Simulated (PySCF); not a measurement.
Structure problem from calculated spectra and properties.

Formula: C3H6F2O.

* Couplings: largest of the computed one-bond spin–spin couplings (means over like bonds): 19F–13C -319.1 (×2), 13C–1H +215.9, 13C–1H +145.9 (×2), 13C–1H +134.4 (×3), 13C–13C +42.7, 17O–13C +21.7, 17O–13C +21.0 Hz [B3LYP/pcJ-1, spin–dipole term left out for some pairs]
* Dipole: 3.04 D [CAM-B3LYP/def2-SVPD]
* 1H NMR: chemical shifts (computed TMS as zero) by class: 5.80 (1 H), 3.50 (2 H), 1.36 (3 H) ppm [GIAO PBE0/pcSseg-1]
* XPS: C1s 291.2, C1s 292.9, C1s 297.2, O1s 539.5, F1s 693.2 (×2) eV [ΔSCF SCAN, pcX-2 on the ionised atom, pcseg-1 elsewhere, spin-free X2C]
* 13C NMR: chemical shifts (computed TMS as zero) by class: 121.6 (1 C), 62.6 (1 C), 16.2 (1 C) ppm [GIAO PBE0/pcSseg-1]
* Rotational structure: rotational constants A, B, C: 8.229, 1.994, 1.710 GHz [PBE0-D3(BJ)/def2-SVP]
* Valence photoelectron: vertical ionisation energy: 11.35 eV [ΔSCF CAM-B3LYP/def2-SVPD]

Gas-phase values; electronic properties from PySCF, density fitting. Levels stand in brackets. Isolated species at its PBE0-D3(BJ)/def2-SVP geometry (one conformer only). NMR values are class means; diastereotopic atoms form classes of their own.

Question: What is the compound? Reason from the data.

Answer: Numbering: `[CH3:1][CH2:2][O:3][CH:4]([F:5])[F:6]`. Its formula, C3H6F2O, gives 0 degrees of unsaturation, so no ring and no π bond. 3 carbons fall into 3 classes; from least to most shielded: CHF2 carbon [C4] (121.6 ppm), sp3 carbon bound to oxygen [C2] (62.6 ppm), methyl carbon [C1] (16.2 ppm). Hydrogen classes from least to most shielded: 1 H on a CHF2 carbon, C4 (5.80 ppm), 2 H on an sp3 carbon bound to oxygen, C2 (3.50 ppm), 3 H on a methyl carbon, C1 (1.36 ppm, a mean of values up to 0.5 ppm apart in this geometry). The couplings run between: -319.1 Hz, fluorine of a CF2 group [F5] and CHF2 carbon [C4] (with 1 like pair); +215.9 Hz, CHF2 carbon [C4] and its hydrogen; +145.9 Hz, sp3 carbon bound to oxygen [C2] and its hydrogen (with 1 like pair); +134.4 Hz, methyl carbon [C1] and its hydrogen (with 2 like pairs); +42.7 Hz, methyl carbon [C1] and sp3 carbon bound to oxygen [C2]; +21.7 Hz, ether oxygen [O3] and CHF2 carbon [C4]; +21.0 Hz, ether oxygen [O3] and sp3 carbon bound to oxygen [C2]. The core levels belong to: C1s 291.2 eV, methyl carbon [C1]; C1s 292.9 eV, sp3 carbon bound to oxygen [C2]; C1s 297.2 eV, CHF2 carbon [C4]; O1s 539.5 eV, ether oxygen [O3]; F1s 693.2 eV, fluorine of a CF2 group [F5/F6]. One atom of each topological class was ionised and stands for its class. The first electron is taken from the HOMO, whose largest Löwdin shares are 0.52 on the ether oxygen, 0.16 on the sp3 carbon bound to oxygen, 0.08 on a methylene hydrogen and 0.07 on a methylene hydrogen. The optimised geometry has point group C1 and is an asymmetric top. Structure: `CCOC(F)F`. The assignments are read from this structure; whether some other isomer fits the data as well wasn't checked.

Conformer computed: `[CH3:1][CH2:2][O:3][CH:4]([F:5])[F:6]`: C1–C2–O3–C4 -174°, C2–O3–C4–F5 -68°.
